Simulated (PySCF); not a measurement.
# [Al3]+: relaxation and vibrations of the singlet

Where does singlet [Al3]+ go from a equilateral triangle start, is the end point a minimum, and what are its modes, charges and moments?

Program: PySCF 2.14.0. Level of theory: PBE0, basis Al def2-TZVP, no relativity, density fitting. These are calculated values, not measurements.

**1. Starting geometry**

3 atoms, charge 1, spin multiplicity 1.

Bond lengths: Al1–Al2 2.520 Å, Al1–Al3 2.520 Å, Al2–Al3 2.520 Å. Angles: Al2–Al1–Al3 60.0°, Al1–Al2–Al3 60.0°, Al1–Al3–Al2 60.0°.

```xyz
3
charge 1 multiplicity 1
Al    0.7275   -1.2600    0.0000
Al   -1.4549    0.0000    0.0000
Al    0.7275    1.2600    0.0000
```

**2. First SCF at the start**

One driver script runs all steps and calls PySCF; scf.py shows how it sets up the SCF of each step. The optimiser is the driver's own. After this first run the driver tries any further starts and a stability analysis.

scf.py reads:

```python
from pyscf import gto, scf, dft
mol = gto.M(atom='''
Al     0.727470    -1.260010     0.000000
Al    -1.454930     0.000000     0.000000
Al     0.727460     1.260000     0.000000''',
    basis={'Al': 'def2-TZVP'},
    charge=1, spin=0)
mf = dft.RKS(mol, xc='PBE0')
mf.grids.atom_grid = (50, 194)
aux = {'Al': 'def2-universal-JKFIT'}
mf = mf.density_fit(auxbasis=aux)
mf.conv_tol = 1e-08
mf.diis_space = 10
mf.max_cycle = 60
mf.init_guess = 'minao'
mf.verbose = 4
mf.kernel()
```

Command:

```bash
OMP_NUM_THREADS=2 python axn.py task.json out
```

The program printed:

```text
init E= -727.088592826201
  HOMO = -0.165979032903826  LUMO = -0.142848035310148  gap/eV = 0.62943
cycle= 1 E= -726.626062759444  delta_E= 0.463  |g|= 0.211  |ddm|= 1.52
  HOMO = -0.369546970427205  LUMO = -0.321365010453121  gap/eV = 1.31110
cycle= 2 E= -726.637440583077  delta_E= -0.0114  |g|= 0.112  |ddm|= 0.536
  HOMO = -0.365548558574273  LUMO = -0.312507789042858  gap/eV = 1.44331
cycle= 3 E= -726.638336750242  delta_E= -0.000896  |g|= 0.00712  |ddm|= 0.0696
  HOMO = -0.361220816030167  LUMO = -0.307316102598291  gap/eV = 1.46682
cycle= 4 E= -726.638347057837  delta_E= -1.03e-05  |g|= 0.00485  |ddm|= 0.0264
  HOMO = -0.362076869876955  LUMO = -0.307947522454885  gap/eV = 1.47293
cycle= 5 E= -726.638356584642  delta_E= -9.53e-06  |g|= 0.000924  |ddm|= 0.00754
  HOMO = -0.361800515026495  LUMO = -0.30769171533624  gap/eV = 1.47238
cycle= 6 E= -726.638357053079  delta_E= -4.68e-07  |g|= 9.17e-05  |ddm|= 0.00217
  HOMO = -0.361813002960274  LUMO = -0.307698502099736  gap/eV = 1.47253
cycle= 7 E= -726.63835705491  delta_E= -1.83e-09  |g|= 5.86e-05  |ddm|= 0.00017
  HOMO = -0.361813907864519  LUMO = -0.307699051741993  gap/eV = 1.47254
Extra cycle  E= -726.638357047067  delta_E= 7.84e-09  |g|= 0.000127  |ddm|= 0.000309
converged SCF energy = -726.638357047067
```

This step, with its further starts and checks, ran for 7.5 s (2 threads of Arm Neoverse V2, shared host).

The starts that the driver tried:

```
                      start  energy (Eh)
    the minimal-basis guess  -726.638357
a thermally smeared density  -726.638357
      a smeared PBE density  -726.638357
```

The test of internal stability and the other starts found no lower closed-shell solution.

**3. Relaxing the singlet from the equilateral triangle start**

The program finds D3h symmetry in the start, which this walk keeps. The walk stops when the largest gradient is under 0.0003 Eh/bohr and the energy has settled too.

scf.py, as its differences from that of step 2:

```diff
@@ -3,3 +3,3 @@
-Al     0.727470    -1.260010     0.000000
-Al    -1.454930     0.000000     0.000000
-Al     0.727460     1.260000     0.000000''',
+Al     0.727466    -1.260005     0.000000
+Al    -1.454929    -0.000001     0.000000
+Al     0.727464     1.260006     0.000000''',
@@ -15 +14,0 @@
-mf.init_guess = 'minao'
```

Steps of the walk:

```
step  energy (Eh)  change (kJ/mol)  largest symmetric gradient (Eh/bohr)
   0  -726.638357             0.00                               0.00275
   1  -726.638407            -0.13                               0.00184
   2  -726.638449            -0.24                               0.00008
   3  -726.638449            -0.24                               0.00000
```

The walk took 4.3 s.

Positions (Å) and forces (eV/Å) along the way:

```
step 0
Al   0.727  -1.260   0.000   0.071  -0.121   0.000
Al  -1.455   0.000   0.000  -0.143   0.000   0.000
Al   0.727   1.260   0.000   0.071   0.121   0.000
step 1
Al   0.729  -1.263   0.000   0.048  -0.081   0.000
Al  -1.459   0.000   0.000  -0.096   0.000   0.000
Al   0.729   1.263   0.000   0.048   0.081   0.000
step 2
Al   0.733  -1.270   0.000   0.003  -0.002   0.000
Al  -1.467   0.000   0.000  -0.005   0.000   0.000
Al   0.733   1.270   0.000   0.003   0.002   0.000
step 3
Al   0.733  -1.270   0.000   0.001   0.001   0.000
Al  -1.467   0.000   0.000  -0.001   0.000   0.000
Al   0.733   1.270   0.000   0.001  -0.001   0.000
```

End point (D3h, 3 steps, 0.2 kJ/mol gained): Al–Al 2.541 Å (×3); Al–Al–Al 60.0° (×3).

**4. Vibrations and properties at this point**

On the finer grid the gradient is checked again; gradients at displacements of ±0.02 bohr then give force constants and infrared intensities.

scf.py, as its differences from that of step 3:

```diff
@@ -3,3 +3,3 @@
-Al     0.727466    -1.260005     0.000000
-Al    -1.454929    -0.000001     0.000000
-Al     0.727464     1.260006     0.000000''',
+Al     0.733475    -1.270414     0.000000
+Al    -1.466949    -0.000001     0.000000
+Al     0.733473     1.270415     0.000000''',
@@ -9 +9 @@
-mf.grids.atom_grid = (50, 194)
+mf.grids.atom_grid = (75, 302)
@@ -12 +12 @@
-mf.conv_tol = 1e-08
+mf.conv_tol = 1e-10
```

This SCF starts from the last density.

SCF at the final geometry:

```text
init E= -726.638467546651
  HOMO = -0.360218269128595  LUMO = -0.307351109004681  gap/eV = 1.43859
cycle= 1 E= -726.638467546652  delta_E= -9.09e-13  |g|= 1.94e-06  |ddm|= 5.04e-06
  HOMO = -0.360217733808081  LUMO = -0.307350713390923  gap/eV = 1.43858
Extra cycle  E= -726.638467546644  delta_E= 7.28e-12  |g|= 2.96e-06  |ddm|= 7.47e-06
converged SCF energy = -726.638467546644
```

The whole step took 14 s.

Geometry: D3h; Al–Al 2.541 Å (×3); Al–Al–Al 60.0° (×3).

Modes, for the most abundant isotopes:

| symmetry | ω (cm⁻¹) | IR (km/mol) | μ (u) |
| --- | --- | --- | --- |
| e' | 293 | 18.1 | 26.98 |
| a1' | 336 | 0.0 | 26.98 |

Every mode is real; the point is a minimum.

Constants and moments:

* Dipole moment about the centre of mass: 0.00 D
* Highest occupied level: -9.80 eV
* Lowest empty level: -8.36 eV
* Rotational constants: 0.1936, 0.1936, 0.09678 cm⁻¹
* Zero-point energy: 5.5 kJ/mol
* Principal polarisabilities: 132.3, 132.3, 136.6 bohr³
* Principal traceless quadrupole moments about the centre of mass: -21.36, 10.68, 10.68 D Å
* Entropy at 298.15 K and 1 bar: 273.2 J/(mol K)
* Heat capacity Cp at 298.15 K: 54.1 J/(mol K)
* Enthalpy at 298.15 K above 0 K: 13.16 kJ/mol
* Rotational symmetry number: 6

Charges (e) and bond orders:

```csv
atom,Mulliken,Löwdin,polar tensor,Mayer order to Al1
Al1,0.33,0.33,0.33,–
"Al2,3",0.33,0.33,0.33,1.00
```

Outer orbital energies (eV). occupied: -79.76, -79.70, -79.70, -79.70, -17.32, -12.82, -12.82, -9.80; empty: -8.36, -7.67, -7.67, -5.60.

Mulliken populations on Al1: s 5.66, p 6.90, d 0.10, f 0.01.

**5. A spin-polarised start**

A stability analysis found the closed shell of the lowest minimum unstable towards spin polarisation, so the unrestricted solution is followed.

The program finds D3h symmetry in the start, which may break.

scf.py, as its differences from that of step 4:

```diff
@@ -8,2 +8,2 @@
-mf = dft.RKS(mol, xc='PBE0')
-mf.grids.atom_grid = (75, 302)
+mf = dft.UKS(mol, xc='PBE0')
+mf.grids.atom_grid = (50, 194)
@@ -12 +12 @@
-mf.conv_tol = 1e-10
+mf.conv_tol = 1e-08
```

Steps of the walk:

```
step  energy (Eh)  change (kJ/mol)  largest gradient (Eh/bohr)
   0  -726.647301             0.00                     0.01480
   1  -726.648773            -3.86                     0.00983
   2  -726.650118            -7.40                     0.00208
   3  -726.650192            -7.59                     0.00037
   4  -726.650194            -7.60                     0.00003
```

The walk took 9.5 s.

Geometry (Å) and forces (eV/Å) at some steps:

```
step 0
Al   0.733  -1.270   0.000   0.381  -0.657   0.000
Al  -1.467   0.000   0.000  -0.761   0.000   0.000
Al   0.733   1.270   0.000   0.381   0.657   0.000
step 1
Al   0.744  -1.289   0.000   0.253  -0.436   0.000
Al  -1.488   0.000   0.000  -0.506   0.000   0.000
Al   0.744   1.289   0.000   0.253   0.436   0.000
step 2
Al   0.765  -1.324   0.000   0.053  -0.091   0.000
Al  -1.530   0.000   0.000  -0.107   0.000   0.000
Al   0.765   1.324   0.000   0.053   0.091   0.000
step 3
Al   0.770  -1.334   0.000   0.009  -0.015   0.000
Al  -1.541   0.000   0.000  -0.019   0.000   0.000
Al   0.770   1.334   0.000   0.009   0.015   0.000
step 4
Al   0.771  -1.336   0.000   0.001   0.000   0.000
Al  -1.543   0.000   0.000  -0.002   0.000   0.000
Al   0.771   1.336   0.000   0.001   0.000   0.000
```

It settles in D3h symmetry, 7.6 kJ/mol below the start, after 4 steps: Al–Al 2.672 Å (×3); Al–Al–Al 60.0° (×3).

**6. Vibrations and properties at this point**

The same treatment as at the point before.

scf.py, as its differences from that of step 5:

```diff
@@ -3,3 +3,3 @@
-Al     0.733475    -1.270414     0.000000
-Al    -1.466949    -0.000001     0.000000
-Al     0.733473     1.270415     0.000000''',
+Al     0.771295    -1.335919     0.000000
+Al    -1.542587    -0.000001    -0.000000
+Al     0.771292     1.335920    -0.000000''',
@@ -9 +9 @@
-mf.grids.atom_grid = (50, 194)
+mf.grids.atom_grid = (75, 302)
@@ -12 +12 @@
-mf.conv_tol = 1e-08
+mf.conv_tol = 1e-10
```

SCF at the final geometry:

```text
init E= -726.650218504431
[... the frontier-level lines of each cycle are left out ...]
cycle= 1 E= -726.650218504424  delta_E= 7.5e-12  |g|= 2.58e-06  |ddm|= 7.75e-06
Extra cycle  E= -726.650218504407  delta_E= 1.64e-11  |g|= 4.43e-06  |ddm|= 1.32e-05
converged SCF energy = -726.650218504407  <S^2> = 1.0666758  2S+1 = 2.2949299
```

The whole step ran for 30 s (2 threads of Arm Neoverse V2, shared host).

Geometry: D3h; Al–Al 2.672 Å (×3); Al–Al–Al 60.0° (×3).

Modes, for the most abundant isotopes:

```tsv
symmetry	ω (cm⁻¹)	IR (km/mol)	μ (u)
e'	159	7.8	26.98
a1'	276	0.0	26.98
```

Every mode is real; the point is a minimum.

Constants and moments:

* Dipole moment about the centre of mass: 0.00 D
* Highest occupied level: -9.94 eV
* Lowest empty level: -7.93 eV
* Rotational constants: 0.175, 0.175, 0.08752 cm⁻¹
* Zero-point energy: 3.5 kJ/mol
* Principal polarisabilities: 98.7, 139.0, 139.0 bohr³
* Principal traceless quadrupole moments about the centre of mass: -11.12, 5.56, 5.56 D Å
* Entropy at 298.15 K and 1 bar: 285.1 J/(mol K)
* Heat capacity Cp at 298.15 K: 56.3 J/(mol K)
* Enthalpy at 298.15 K above 0 K: 14.40 kJ/mol
* Rotational symmetry number: 6
* Spin squared ⟨S²⟩: 1.067

Charges (e) and bond orders:

| atom | Mulliken | Löwdin | polar tensor | spin (Mulliken) | Mayer order to Al1 |
| --- | --- | --- | --- | --- | --- |
| Al1 | 0.33 | 0.33 | 0.33 | 0.00 | – |
| Al2,3 | 0.33 | 0.33 | 0.33 | 0.00 | 0.82 |

Mulliken populations on Al1: s 5.75, p 6.82, d 0.10, f 0.01.

**7. All stationary points**

| spin | group | bonds | imaginary modes (cm⁻¹) | ΔE (kJ/mol) | with zero-point energy |
| --- | --- | --- | --- | --- | --- |
| broken-symmetry (Ms = 0) | D3h | Al–Al 2.672 Å (×3) | none | 0.0 | 0.0 |
| singlet | D3h | Al–Al 2.541 Å (×3) | none | 30.9 | 32.8 |

**8. What came out**

| quantity | value |
| --- | --- |
| minimum | broken-symmetry (Ms = 0), D3h |
| geometry | Al–Al 2.672 Å (×3); Al–Al–Al 60.0° (×3) |
| wavenumbers (cm⁻¹) | 159 (e'), 276 (a1') |
| dipole moment (centre of mass) | 0.00 D |
| highest occupied, lowest empty level (either spin) | -9.94, -7.93 eV |
| polar-tensor charge of Al1 | +0.33 e |
| zero-point energy | 3.5 kJ/mol |
| entropy at 298.15 K | 285.1 J/(mol K) |
| ⟨S²⟩ | 1.067 |

In words: The molecule stays D3h, as typed, and the end point is a minimum. The determinant is spin-contaminated (⟨S²⟩ = 1.07 against 0.00), so it is no pure spin state. In the infrared the band at 159 cm⁻¹ (e') leads. Other starts or spin states, not run here, may lie lower.

The search up to here took 75 s.
